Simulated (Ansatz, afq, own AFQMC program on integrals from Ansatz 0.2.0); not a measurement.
Two steps: Ansatz 0.2.0 writes the Fock matrix and Cholesky factors of the valence space, and afq projects on them the lowest state that overlaps trial and start.

```yaml
crystal:
  periodic: [false, false, false]
  atoms:
    - {symbol: Si, position_ang: [0.000000, 0.161143, -0.187491]}
    - {symbol: H, position_ang: [0.000000, -2.919134, -1.961443]}
    - {symbol: H, position_ang: [1.046463, -0.785493, 3.592872]}
    - {symbol: H, position_ang: [-1.046463, -0.785493, 3.592872]}
basis:
  gaussian: {orbitals: cc-pVDZ}
total_charge: 1
magnetization: {spin_polarized: true, initial_magnetization: 2}
correlation: {method: ccsd_t, electrons: outside_noble_gas, hamiltonian_folder: ham}
```

```sh
$ ansatz run in.yaml --threads 1 --pin off --events-out ev --progress --plain --max-ram 15360MiB --backend cuda --devices 0, --max-vram 18GiB
```

afq runs on the folder ham with

```
--method phaseless --trial cisd --walkers 4000 --populations 20 --least-time 60 --time-step 0.005 --steps-per-block 50 --equilibration-blocks 40 --max-blocks 4000 --target-error 0.00029 --factor-cut 1e-05 --start spin_pure --seed 1138 --release-times 0.24,0.51,0.99,1.62,2.4 --release-step 0.03 --release-every 3 --taylor-order 6
```

Times are imaginary, in 1/Eh. The walk had a cap of 122 s. With eight or more populations the least sampling time is a fifth of least-time, and the error comes from their spread.

Output of the walk:

```
orbitals 28  electrons 4 2  factors 146 of 319
reference energy -290.07180176 Eh
CCSD correlation -0.06588937 Eh in 46 cycles, weight of the determinant in the CISD state 0.5270
energy of the start -290.113046 Eh
 block  time / (1/Eh)  mean weight  energy / Eh
     1     0.250  1.0001  -290.118702
     2     0.500  1.0000  -290.123142
     3     0.750  1.0000  -290.126399
     4     1.000  1.0000  -290.128863
     5     1.250  1.0001  -290.130948
     7     1.750  1.0001  -290.133912
     9     2.250  1.0000  -290.135299
    11     2.750  1.0000  -290.136175
    15     3.750  1.0000  -290.138194
    19     4.750  1.0002  -290.137606
    23     5.750  0.9999  -290.138065
    27     6.750  0.9996  -290.137830
    31     7.750  1.0001  -290.137865
    35     8.750  1.0000  -290.138976
    39     9.750  1.0000  -290.138029
    43    10.750  1.0001  -290.137601
    47    11.750  0.9999  -290.137868
    51    12.750  1.0002  -290.138743
    55    13.750  1.0000  -290.137331
    59    14.750  0.9998  -290.137730
    63    15.750  1.0003  -290.137816
    67    16.750  1.0000  -290.138044
    71    17.750  1.0000  -290.137324
    75    18.750  1.0002  -290.137488
    77    19.250  1.0002  -290.136723
    79    19.750  1.0002  -290.136874
    83    20.750  1.0002  -290.136845
    87    21.750  1.0001  -290.137378
    89    22.250  1.0001  -290.138246
error from the spread of 20 populations
released: time / (1/Eh)  energy / Eh  error  mean overlap
  0.24  -290.137804  0.000183  1.0003
  0.51  -290.138116  0.000165  0.9999
  0.99  -290.138373  0.000117  0.9995
  1.62  -290.138527  0.000150  0.9963
  2.40  -290.138569  0.000138  1.0015
energy -290.137686 +/- 0.000188 Eh
(rows thinned)
```

The run passed its tests (sampling time, drift between the halves within three errors, error under three times the target), which doesn't prove that it has relaxed.

Against this walk (error 5.1 meV) on the same determinant: CCSD(T) 20.3 meV lower, CCSDT(Q) 29.8 meV lower, CCSDTQ 30.3 meV lower, full CI 30.4 meV lower. The error is statistical and leaves out the bias of the constraint. The determinant has ⟨S²⟩ = 2.93, so the low cluster orders mix in higher spin, while the walk starts as a pure triplet. Released to 2.40 1/Eh the energy lies 24 ± 6 meV (both errors) below the phaseless value, which shows part or all of the bias of the constraint, and full CI lies 6.4 meV below the released value. Full CI is exact here, so the walk's 30 meV above it is the walk's own error: the bias of the constraint with this trial. The determinant is a poor start (see the cautions), so the low cluster orders aren't to be relied on, and full CI is the sure value.

Cautions: constraint bias not in the error; lower spins were not checked; strong correlation (T1 0.103, weight of the determinant 0.53, largest double 0.70); unrestricted determinant spin contaminated (⟨S²⟩ 2.93 against 2.00); the CCSD(T) amplitudes may be one of several solutions (largest double 0.70); the CCSDT(Q) amplitudes may be one of several solutions (largest double 0.70); the CCSDTQ amplitudes may be one of several solutions (largest double 0.70).

The walk took 26 s on 1 × NVIDIA H100 80GB HBM3 with 2 threads of AMD EPYC 7R13 Processor (Zen 3), on a shared host (the card was shared). The log's last line is the phaseless energy.

CCSDT and higher add their correlation energy to the determinant of the CCSD(T) run, since their own runs factorise the integrals more tightly (a shift of under 2 meV).
